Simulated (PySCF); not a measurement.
Start geometry of `c1cc[p-]c1` from GFN2-xTB (Å):
```
atom  x, y, z in Å
C1    -0.7389   -0.6487   -0.0488
C2     0.6563   -0.7350   -0.0478
C3     1.2609    0.5000    0.0356
P4     0.1132    1.8118    0.1153
C5    -1.1869    0.6512    0.0341
H6    -1.3985   -1.5099   -0.1074
H7     1.2053   -1.6708   -0.1063
H8     2.3320    0.6629    0.0517
H9    -2.2297    0.9445    0.0485
```

Problem. What comes out of this run: PySCF, PBE0-D3(BJ)/def2-SVP geometry optimisation, gas phase?

Solution. 
```
atom  x, y, z in Å
C1    -0.7187   -0.6268    0.0219
C2     0.6937   -0.7099    0.0238
C3     1.3070    0.5435    0.1058
P4     0.1358    1.8604    0.1813
C5    -1.1812    0.6897    0.1018
H6    -1.3738   -1.5056   -0.0368
H7     1.2412   -1.6596   -0.0331
H8     2.3939    0.6823    0.1199
H9    -2.2443    0.9553    0.1130
```

The energy falls by 5.4 kJ/mol over 5 energy and gradient evaluations, the largest force component goes from 0.0133 to 6.5e-05 Eh/bohr, and the atoms move by 0.025 Å rms after alignment. Among the bonds, C2–C3, C3–P4, P4–C5 and C1–C5 change most and about equally (+0.019 to +0.020 Å). Bonds longer at the end by more than 0.005 Å: 9 of 9; shorter: 0. Rotational constants go from 8182, 5263, 3203 to 7943, 5160, 3128 MHz. The orientation of the end geometry is arbitrary; only internal coordinates are fixed.

The run used 94 basis functions and 29 SCF cycles in all. Hardware: an Intel Xeon 6975P-C with one thread (shared host). Cost: 7.8 s of wall time, 0.45 GiB resident at most.

No frequency check. The geometry's basis has no diffuse functions, a weakness for an anion.
